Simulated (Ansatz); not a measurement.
Geometry optimisation, RKS PBE-D4/6-31G in Ansatz.

Input:

```yaml
crystal:
  periodic: [false, false, false]
  atoms:
    - { symbol: Li, position_ang: [-2.11781, 0.47749, -0.91812] }
    - { symbol: Al, position_ang: [0.09698, -0.05867, 0.03888] }
    - { symbol: F, position_ang: [0.90877, -1.49806, 0.28539] }
    - { symbol: H, position_ang: [1.11206, 1.07925, 0.59385] }
basis:
  gaussian: { orbitals: "6-31G" }
hamiltonian:
  xc: pbe
  dispersion: d4
relax:
  f_tol: 0.02
  max_steps: 40
```

Launched with:

```bash
$ ansatz run input.yaml --threads 1 --pin off --max-ram 2048MiB --backend cpu --events-out ev --progress --plain --runs-dir out
```

Where does it end, and by what steps?

The forces met the threshold. Limits of this set-up: no polarisation functions. After 4 steps the energy has fallen by 0.185 eV; H4 moved furthest, 0.18 Å.

```csv
step,energy less start (eV),largest force component (eV/Å),accepted
0,0.0000,2.106,yes
1,-0.1531,0.832,yes
2,-0.1798,0.232,yes
3,-0.1838,0.154,yes
4,-0.1854,0.008,yes
```

```xyz
4
Properties=species:S:1:pos:R:3
Li -2.248 0.378 -0.985
Al 0.148 0.055 0.072
F 0.829 -1.558 0.244
H 1.270 1.126 0.669
```

Run time: 3.6 s on 1 thread of AMD EPYC 9R14 (Zen 4) (shared host), peak memory 0.13 GiB.
